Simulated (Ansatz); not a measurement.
# Low-lying states of C2H4

Calculated in Ansatz's Gaussian-basis code. State-averaged CASSCF with equal weights; occupations are averaged over the states; levels count from the state that is lowest in CASSCF. CASSCF levels without dynamic correlation can be off by over 1 eV. No symmetry is imposed, so a solution can break that of the shape. Lower solutions, or ones in other orbitals, may exist.

Geometry:

```
atom    x (Å)    y (Å)    z (Å)
   C   0.0000   0.0000   0.6695
   C   0.0000   0.0000  -0.6695
   H  -0.1212   0.9210   1.2321
   H   0.1212  -0.9210   1.2321
   H   0.1212   0.9210  -1.2321
   H  -0.1212  -0.9210  -1.2321
```

Basis cc-pVDZ, nonrelativistic, 2 orbitals frozen in the corrections; active space CAS(4,4). Averaged: 1 singlet, 1 triplet, 1 quintet.

Problem. Give the levels in order, with their spins.

Solution. 

| state | CASSCF (eV) |
| --- | --- |
| singlet | 0.000 |
| triplet | 4.016 |
| quintet | 14.941 |

Occupations: 1.66, 1.30, 0.70, 0.34.

Geometry:

| atom | x (Å) | y (Å) | z (Å) |
| --- | --- | --- | --- |
| C | 0.0000 | 0.0000 | 0.6695 |
| C | 0.0000 | 0.0000 | -0.6695 |
| H | -0.2404 | 0.8972 | 1.2321 |
| H | 0.2404 | -0.8972 | 1.2321 |
| H | 0.2404 | 0.8972 | -1.2321 |
| H | -0.2404 | -0.8972 | -1.2321 |

Basis cc-pVDZ, nonrelativistic, 2 orbitals frozen in the corrections; active space CAS(2,2). Averaged: 3 singlets.

Problem. Give the levels in order.

Solution. 

```
  state  CASSCF (eV)
singlet        0.000
singlet        7.759
singlet       11.989
```

Occupations: 1.00, 1.00.

Same geometry.

Basis cc-pVDZ, nonrelativistic, 2 orbitals frozen in the corrections; active space CAS(2,2). Averaged: 1 singlet, 1 triplet.

Problem. Give the levels in order, with their spins.

Solution. 

| state | CASSCF (eV) |
| --- | --- |
| singlet | 0.000 |
| triplet | 3.419 |

Occupations: 1.44, 0.56.
